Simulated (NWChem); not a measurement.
# PBEOP/cc-pVDZ-DK (DKH3) run of SiH2O (SMILES O=[SiH2])

Aim: the vertical singlet–triplet gap of SiH2O at PBEOP/cc-pVDZ-DK (DKH3), from 2 runs. 

The calculation is run with NWChem 7.3.0.

5 further runs of the same task are left out: 1 that didn't finish, 4 set aside as unsound or not needed.

**1. The structure to begin with**

The species is SiH2O (4 atoms), meant as a singlet with charge 0. SMILES: `O=[SiH2]`. The shape is that of a PBE0-D4/def2-TZVP optimisation.

Bond lengths: O1–Si2 1.516 Å, Si2–H3 1.485 Å, Si2–H4 1.486 Å. Angles: O1–Si2–H3 124.0°, O1–Si2–H4 124.0°, H3–Si2–H4 111.9°.

**2. Energy and gradient at PBEOP/cc-pVDZ-DK (DKH3)**

h2osi.nw reads:

```
start h2osi
title "H2OSi"
memory total 2200 mb
charge 0

geometry units angstrom noautosym nocenter
zmatrix
  O
  Si 1 r2
  H 2 r3 1 a3
  H 2 r4 3 a4 1 d4
variables
  r2 1.515752
  r3 1.485479
  a3 124.04596
  r4 1.485583
  a4 111.91136
  d4 -179.99635
end
end

basis spherical
* library cc-pVDZ-DK
end

relativistic
douglas-kroll dk3
end

dft
xc pbeop
grid coarse
convergence energy 1e-05
mulliken
end

task dft gradient
```

Started as:

```console
$ nwchem h2osi.nw > h2osi.out
```

The program printed:

```text
[...]
          Wavefunction type:  closed shell.
          No. of atoms     :     4
          No. of electrons :    24
[...]
          Charge           :     0
          Spin multiplicity:     1
[...]
          AO basis - number of functions:    42
[...]
              XC Information
              --------------
                        PBEOP Method XC Functional
          PerdewBurkeErnzerhof Exchange Functional  1.000
                    OP_PBE96 Correlation Potential  1.000
[...]
 d= 0,ls=0.0,diis     1   -366.2017058300 -4.19D+02  1.08D-01  1.09D+00     5.2
[...]
 d= 0,ls=0.0,diis     9   -366.3594836027 -3.02D-07  3.25D-06  3.13D-08    18.6
         Total DFT energy =     -366.359483602686
      One electron energy =     -611.108312197811
           Coulomb energy =      222.394699856358
    Exchange-Corr. energy =      -30.130654965334
 Nuclear repulsion energy =       52.484783704101
[...]
      Total Density - Mulliken Population Analysis
     ---------------------------------------------
    Atom       Charge   Shell Charges
 -----------   ------   -------------------------------------------------------
    1 O    8     8.33   2.01  0.87  0.92  2.78  1.74  0.01
    2 Si  14    13.54   2.00  2.03  0.82  0.37  6.01  1.37  0.60  0.34
    3 H    1     1.06   0.73  0.32  0.01
    4 H    1     1.06   0.73  0.32  0.01
[...]
  wavefunction    = closed shell
[...]
                         DFT ENERGY GRADIENTS
    atom               coordinates                        gradient
                 x          y          z           x          y          z
   1 O       0.000000   0.000000   0.000000   -0.000002   0.000001   0.059728
   2 Si      0.000000   0.000000   2.864356    0.000033  -0.000003  -0.048859
   3 H       2.325971   0.000000   4.435960   -0.007431   0.000001  -0.005444
   4 H      -2.326224   0.000166   4.435936    0.007400   0.000001  -0.005425
[...]
```

Wall time 33 s (1 thread of Intel Xeon Platinum 8259CL at 2.50GHz (Skylake/Cascade Lake), shared host); peak memory 0.11 GiB.

**3. The triplet, same level**

mol.xyz reads:

```xyz
4

O     -0.283200     0.413500     1.469500
Si    -0.006700     0.009800     0.034900
H      0.439900    -1.346000    -0.376200
H     -0.150000     0.922700    -1.128300
```

mol.nw reads:

```
start mol
memory stack 880 mb heap 220 mb global 1100 mb
charge 0

geometry units angstrom noautosym nocenter noautoz
load mol.xyz
end

basis spherical
O library cc-pVDZ-DK
Si library cc-pVDZ-DK
H library cc-pVDZ-DK
end

relativistic
douglas-kroll dk3
end

dft
xc pbeop
mult 3
grid coarse
convergence energy 1e-05
iterations 150
mulliken
print medium
end

task dft gradient
```

Started as:

```console
$ nwchem mol.nw > mol.out
```

The program printed:

```text
[...]
          Wavefunction type:  spin polarized.
          No. of atoms     :     4
          No. of electrons :    24
[...]
          Charge           :     0
          Spin multiplicity:     3
[...]
          AO basis - number of functions:    42
[...]
              XC Information
              --------------
                        PBEOP Method XC Functional
          PerdewBurkeErnzerhof Exchange Functional  1.000
                    OP_PBE96 Correlation Potential  1.000
[...]
 d= 0,ls=0.0,diis     1   -366.0503978655 -4.19D+02  1.23D-01  2.15D-01     4.5
[...]
 d= 0,ls=0.0,diis    10   -366.2194735223 -2.12D-07  3.78D-06  4.22D-08    19.0
[...]
         Total DFT energy =     -366.219473522320
      One electron energy =     -610.581458511988
           Coulomb energy =      221.977195766320
    Exchange-Corr. energy =      -30.100004572705
 Nuclear repulsion energy =       52.484793796052
[...]
      Total Density - Mulliken Population Analysis
     ---------------------------------------------
    Atom       Charge   Shell Charges
 -----------   ------   -------------------------------------------------------
    1 O    8     8.18   2.01  0.88  0.93  2.76  1.59  0.01
    2 Si  14    13.86   2.00  2.03  0.76  0.35  6.01  1.52  0.93  0.25
    3 H    1     0.98   0.69  0.27  0.02
    4 H    1     0.98   0.69  0.27  0.02
[...]
      <S2> =      2.0033 (Exact =     2.0000)
[...]
  wavefunction    = open shell
[...]
                         DFT ENERGY GRADIENTS
    atom               coordinates                        gradient
                 x          y          z           x          y          z
   1 O      -0.535170   0.781402   2.776952    0.027621  -0.040323  -0.143292
   2 Si     -0.012661   0.018519   0.065951   -0.028109   0.041010   0.145839
   3 H       0.831290  -2.543571  -0.710915   -0.001914   0.007953  -0.004014
   4 H      -0.283459   1.743650  -2.132178    0.002403  -0.008641   0.001467
[...]
```

Wall time 35 s (1 thread of Intel Xeon Platinum 8259CL at 2.50GHz (Skylake/Cascade Lake), shared host); peak memory 0.11 GiB.

**4. Results**

At PBEOP/cc-pVDZ-DK (DKH3):

| quantity | value |
| --- | --- |
| singlet: total energy | -366.35948 Eh |
| singlet: dipole moment | 3.00 D |
| singlet: HOMO energy | -6.30 eV |
| singlet: LUMO energy | -2.59 eV |
| singlet: HOMO–LUMO gap | 3.71 eV |
| singlet: largest force on an atom | 3.071 eV/Å |
| triplet: total energy | -366.21947 Eh |
| triplet: dipole moment | 1.50 D |
| triplet: HOMO energy (highest over α and β) | -3.08 eV |
| triplet: ⟨S²⟩ | 2.003 |
| triplet: largest force on an atom | 7.923 eV/Å |
| vertical energy of the triplet above the singlet | 3.810 eV |

**Reading.** At this shape the triplet lies 3.81 eV (88 kcal/mol) above the singlet. The largest force (singlet) is 3.07 eV/Å: the shape isn't a stationary point for this species at this level. Mulliken charges (singlet) run from -0.33 on O1 to +0.46 on Si2; they depend strongly on the basis.
